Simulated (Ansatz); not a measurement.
This geometry of AlFH$_{3}$N (6 atoms, charge 0, multiplicity 1) is a first-order saddle point.

Theory: Ansatz, RKS PBE-D4/def2-SVP.

```xyz
6
Properties=species:S:1:pos:R:3
Al -0.348 -0.332 0.531
H 1.286 -0.132 1.102
F 1.355 0.404 0.002
N -1.495 -0.043 -0.814
H -2.480 -0.324 -0.824
H -1.261 0.427 -1.695
```

**Question.** Which two structures does it join? (They come from a converged band through this point; their orientation in space is the band's.)

**Answer.** Bonds broken: Al1–H2. Bonds formed: H2–F3. AlFH3N becomes AlH2N + FH.

Image 0:

```xyz
6
Properties=species:S:1:pos:R:3
Al 0.185 -0.016 0.165
H 0.256 -0.550 1.655
F 1.574 0.566 -0.582
N -1.320 -0.002 -0.774
H -2.224 -0.330 -0.427
H -1.414 0.332 -1.736
```

Image 10:

```xyz
6
Properties=species:S:1:pos:R:3
Al -0.763 -0.459 0.811
H 1.617 0.036 0.866
F 1.322 0.299 0.001
N -1.532 -0.049 -0.779
H -2.526 -0.177 -1.000
H -1.061 0.351 -1.598
```

**Question.** How far does it lie above each of them?

**Answer.** 2.91 eV above the first and 0.36 eV above the second. This is the barrier of this one path; another mechanism may lie lower. The orbitals stay closed-shell, which can raise the energy where a bond breaks towards radicals; this wasn't checked here.

Run time: 120 s on 1 thread of Arm Neoverse V2, on a shared host, peak memory 0.097 GiB.
